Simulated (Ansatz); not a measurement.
# Counterpoise correction, worked out

The pair of HF (SMILES F, atoms 1–2) and CH$_{4}$ (SMILES C, atoms 3–7), both closed shells, in one local arrangement (a lower one may exist), relaxed at PBE0-D4/def2-TZVP:

F1  (-0.091, 0.078, -2.405)
H2  (-0.057, 0.049, -1.483)
C3  (0.029, -0.025, 0.768)
H4  (0.962, 0.404, 0.400)
H5  (0.069, -0.060, 1.856)
H6  (-0.095, -1.042, 0.392)
H7  (-0.818, 0.596, 0.471)
(Å)

Program: Ansatz 0.2.0. Basis: def2-TZVPPD. Cores are frozen in the correlated methods.

CCSD(T) total energies in eV:

| system | geometry | basis functions | energy |
| --- | --- | --- | --- |
| pair | pair | all | -3831.09834 |
| HF | as in the pair | all (partner as ghosts) | -2730.62245 |
| CH$_{4}$ | as in the pair | all (partner as ghosts) | -1100.41472 |
| HF | as in the pair | its own | -2730.61296 |
| CH$_{4}$ | as in the pair | its own | -1100.40951 |
| HF | free (PBE0-D4 minimum) | its own | -2730.61345 |
| CH$_{4}$ | free (PBE0-D4 minimum) | its own | -1100.41235 |

Q: Work out the interaction energy with and without the counterpoise correction, the superposition error, and the binding energy from the relaxed fragments.

A: Without correction: -3831.09834 − (-2730.61296) − (-1100.40951) = -0.07587 eV.
With correction (each fragment in the whole basis): -3831.09834 − (-2730.62245) − (-1100.41472) = -0.06117 eV = -1.41 kcal/mol.
The superposition error is the difference, 0.01470 eV, 19 % of the uncorrected value: each fragment borrows its partner's functions.
Deformation from the free shapes: 0.00049 eV for HF and 0.00284 eV for CH$_{4}$.
Binding energy from relaxed fragments: -0.06117 + 0.00049 + 0.00284 = -0.05784 eV = -1.33 kcal/mol (electronic, without zero-point energy; negative means bound). For comparison, the corrected interaction energy by CCSD(T) at an estimated basis limit (MP2 extrapolated from triple and quadruple zeta, plus CCSD(T) − MP2 in triple zeta) is -0.071 eV; triple zeta with the correction binds less.

No T1 diagnostic of these runs exceeds 0.011.

For scale, one of the runs: CCSD(T)/def2-TZVPPD, 162 basis functions, launched by `ansatz run in.yaml --threads 2 --pin off --events-out ev --progress --plain --max-ram 5222MiB`. The run took 30 s on 2 CPU threads of an Arm Neoverse N1 (shared host), with 1.2 GiB of host memory at its peak.
